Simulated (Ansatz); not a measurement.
```yaml
crystal:
  periodic: [false, false, false]
  atoms:
    - {symbol: C, position_ang: [-0.651254, 1.243993, 0.056612]}
    - {symbol: N, position_ang: [-0.292429, -0.153385, 0.163014]}
    - {symbol: C, position_ang: [0.365107, -0.445269, 1.413961]}
    - {symbol: C, position_ang: [0.465932, -0.607841, -0.972937]}
    - {symbol: O, position_ang: [-0.315694, -0.639507, -2.133784]}
    - {symbol: H, position_ang: [-1.365044, 1.504677, 0.841053]}
    - {symbol: H, position_ang: [0.224272, 1.910496, 0.152234]}
    - {symbol: H, position_ang: [-1.117404, 1.428176, -0.911176]}
    - {symbol: H, position_ang: [-0.289629, -0.171417, 2.244115]}
    - {symbol: H, position_ang: [0.575693, -1.514732, 1.486608]}
    - {symbol: H, position_ang: [1.315589, 0.102438, 1.543343]}
    - {symbol: H, position_ang: [0.865707, -1.600709, -0.725690]}
    - {symbol: H, position_ang: [1.315376, 0.053839, -1.212149]}
    - {symbol: H, position_ang: [-1.109221, -1.139860, -1.916506]}
basis:
  gaussian: {orbitals: def2-mTZVPP}
total_charge: -3
magnetization: {spin_polarized: true, initial_magnetization: 1}
hamiltonian: {xc: {name: PBE0}, dispersion: d3bjatm}
output: {forces: true}
```

```sh
$ ansatz run in.yaml --threads 4 --pin off --events-out ev --progress --plain --max-ram 10444MiB
```

Shortened log:

```
Functional definition: PBE0
1393 factors; integrals over basis functions are off by at most 1.2e-3 eV
mean field evaluation 1: about -6747.6160 eV, gradient 5.1e1 eV
mean field evaluation 2: about -6696.6220 eV, gradient 1.1e2 eV
mean field evaluation 4: about -6758.4683 eV, gradient 2.0e1 eV
mean field evaluation 8: about -6763.6068 eV, gradient 1.6e0 eV
mean field evaluation 16: about -6764.1775 eV, gradient 3.0e-1 eV
mean field evaluation 32: about -6763.6517 eV, gradient 3.2e0 eV
mean field evaluation 64: about -6762.9408 eV, gradient 2.0e0 eV
mean field evaluation 96: about -6763.3247 eV, gradient 6.0e0 eV
a density is far from that of the atoms, so the factors are made again for it
1439 factors; integrals over basis functions are off by at most 1.2e-3 eV
mean field -6764.20056514 eV, -248.5797858290 hartree, gradient 2.2e-5 eV, S^2 1.683001; 0 other end points of the search recorded, 0 dependent functions left out
reference -6764.20059856 eV, -248.5797870572 hartree; 23, 22 occupied and 127, 128 virtual orbitals, 1439 factors
Total energy: -6764.42228045 eV, -248.5879337163 hartree
Atom 0 at    -0.651254     1.243993     0.056612 Å, force    -0.501519     0.516234    -0.103842 eV/Å
Atom 1 at    -0.292429    -0.153385     0.163014 Å, force     0.431519    -0.711219    -0.758989 eV/Å
Atom 2 at     0.365107    -0.445269     1.413961 Å, force    -0.022824    -0.522128     0.067899 eV/Å
Atom 3 at     0.465932    -0.607841    -0.972937 Å, force    -0.474728    -0.559826     0.426832 eV/Å
Atom 4 at    -0.315694    -0.639507    -2.133784 Å, force     2.641820     1.875097    -1.562084 eV/Å
Atom 5 at    -1.365044     1.504677     0.841053 Å, force     0.287997     0.606659    -0.572303 eV/Å
Atom 6 at     0.224272     1.910496     0.152234 Å, force    -0.614031     0.338404     0.006052 eV/Å
Atom 7 at    -1.117404     1.428176    -0.911176 Å, force     0.115894     0.529433     0.681914 eV/Å
Atom 8 at    -0.289629    -0.171417     2.244115 Å, force     0.690698    -0.429885     0.249155 eV/Å
Atom 9 at     0.575693    -1.514732     1.486608 Å, force     0.098800     0.781389     0.678482 eV/Å
Atom 10 at     1.315589     0.102438     1.543343 Å, force    -0.026857    -0.347121     0.501388 eV/Å
Atom 11 at     0.865707    -1.600709    -0.725690 Å, force    -0.166539    -0.010641    -0.169509 eV/Å
Atom 12 at     1.315376     0.053839    -1.212149 Å, force     0.317294     0.263424     0.144264 eV/Å
Atom 13 at    -1.109221    -1.139860    -1.916506 Å, force    -2.777524    -2.329820     0.410741 eV/Å
Dipole moment:     0.403354    -0.419056    -1.062624 e Å
```

In this input the charge is far from anything that the molecule holds. The calculation finished and met its thresholds. The result belongs to that input, not to the molecule as meant.
